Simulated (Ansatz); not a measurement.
A nudged elastic band was laid between two geometries of C$_{2}$H$_{6}$NO (10 atoms, charge 1, multiplicity 1).

Level of theory: Ansatz 0.2.0, RKS PBE0/cc-pVDZ.

```json
{"movable images": "6", "climbing image": "no", "spring": "5.0 eV/Å²", "optimiser": "quadratic models (default)", "start path": "through a guess of the saddle point", "force threshold": "0.03 eV/Å", "iteration limit": "60", "end points": "relaxed"}
```

First end point:

```xyz
10
Properties=species:S:1:pos:R:3
C -0.848 1.532 -0.353
N -0.615 0.351 0.054
C 0.628 -0.256 -0.090
O 0.472 -1.671 0.523
H -0.105 2.178 -0.849
H -1.854 1.936 -0.199
H 1.453 0.152 0.513
H 0.951 -0.496 -1.113
H -0.255 -2.142 0.061
H 0.172 -1.586 1.453
```

Last end point:

```xyz
10
Properties=species:S:1:pos:R:3
C -1.110 1.366 -0.933
N -0.433 0.931 0.137
C 0.676 0.068 0.156
O 0.230 -1.423 0.342
H -0.619 0.887 -1.820
H -0.724 1.299 1.047
H 1.358 0.192 1.006
H 1.191 0.013 -0.809
H -0.407 -1.714 -0.344
H -0.162 -1.620 1.218
```

Task: Which bonds break or form, and what moves?

Result: Bonds broken: C1–H6. Bonds formed: N2–H6.

Task: What energy profile does the band end with?

Result: The forces met the threshold. The highest image is number 4 of 0 to 7, 321.9 kJ/mol above the first end and 106.0 kJ/mol above the last; the last end lies 216.0 kJ/mol above the first. Neighbouring images differ by up to 2.7 eV, so the band resolves the path poorly. No image climbed, so the highest image needn't sit at the top of the path. The orbitals stay closed-shell, which can raise the energy where a bond breaks towards radicals; this wasn't checked here.

```csv
image,path coordinate (Å),energy (kJ/mol),C1–H6 (Å),N2–H6 (Å)
0,0.00,0.0,1.10,2.03
1,0.57,-0.2,1.10,2.03
2,1.14,2.7,1.10,2.02
3,1.71,64.4,1.09,1.79
4,2.28,321.9,1.22,1.37
5,2.85,304.7,1.66,1.05
6,3.42,218.6,2.00,1.02
7,3.99,216.0,2.02,1.02
```

Task: What is the geometry of the highest image?

Result: 
```xyz
10
Properties=species:S:1:pos:R:3
C -0.917 1.518 -0.584
N -0.470 0.589 0.216
C 0.686 -0.139 0.076
O 0.313 -1.596 0.376
H -0.404 1.667 -1.593
H -1.288 1.622 0.572
H 1.407 0.099 0.870
H 1.117 -0.158 -0.931
H -0.349 -1.924 -0.268
H -0.097 -1.679 1.266
```

The band took 18 iterations and of the order of 7 core-minutes.

The run took 3.7 min on 2 threads of Intel(R) Xeon(R) Platinum 8259CL CPU @ 2.50GHz (Skylake/Cascade Lake) (shared host), peak memory 0.18 GiB.
